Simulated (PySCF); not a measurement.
**Boron: a sound run and one with changed settings**

Sound run: B [He] 2s2 2p1, B⁺ [He] 2s2. All numbers are calculated (PySCF 2.14, the non-relativistic Hamiltonian (point nucleus), in 6-31G* (3s2p1d, 14 functions)). The sound run starts from symmetry-adapted Hartree-Fock orbitals and uses a fine grid where one is needed.

Changed run: initial guess 1e, at most 50 SCF cycles, level shift 10.0 hartree.

```csv
species,method,sound run (hartree),changed run (hartree),converged
B,UHF,-24.52197,-24.52187,no
B,MN15,-24.61209,-24.61112,no
B,r2SCAN,-24.62688,-24.62521,no
B⁺,UHF,-24.23404,-24.23404,no
B⁺,MN15,-24.32084,-24.32082,no
B⁺,r2SCAN,-24.31148,-24.31144,no
```

A level shift slows the SCF but leaves a converged energy unchanged.
